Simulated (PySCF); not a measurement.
Coordinates in bohr (charge 0 multiplicity 1):
```
Mg    2.6280    0.0000    0.0000
Mg   -2.6280    0.0000    0.0000
H     0.0000   -2.3908    0.0000
H     5.8402    0.0000    0.0000
H    -5.8402    0.0000    0.0000
H     0.0000    2.3908    0.0000
```

Method: PBE0 in PySCF with Mg def2-TZVP, H def2-TZVP; no relativity; density-fitted integrals.

This geometry of Mg2H4 is a stationary point at this level.

**Question.** What is the point group?

**Answer.** D2h.

**Question.** Is it a minimum?

**Answer.** Yes: all harmonic wavenumbers are real.

**Question.** Which band is strongest in the infrared?

**Answer.** 1250 cm⁻¹ (b1u), 1119 km/mol.

**Question.** Give the atomic charges and bond orders.

**Answer.** 
```json
{"atom": "Mg1", "Mulliken": "0.43", "Löwdin": "0.25", "polar tensor": "1.00", "Mayer order to Mg1": "–"}
{"atom": "Mg2", "Mulliken": "0.43", "Löwdin": "0.25", "polar tensor": "1.00", "Mayer order to Mg1": "0.16"}
{"atom": "H3,6", "Mulliken": "-0.26", "Löwdin": "-0.07", "polar tensor": "-0.53", "Mayer order to Mg1": "0.42"}
{"atom": "H4", "Mulliken": "-0.17", "Löwdin": "-0.18", "polar tensor": "-0.47", "Mayer order to Mg1": "0.93"}
{"atom": "H5", "Mulliken": "-0.17", "Löwdin": "-0.18", "polar tensor": "-0.47", "Mayer order to Mg1": "0.01"}
```
Other Mayer orders above 0.3: Mg–H 0.42 (×2), Mg–H 0.93.

Other isomers or separated fragments may lie lower.
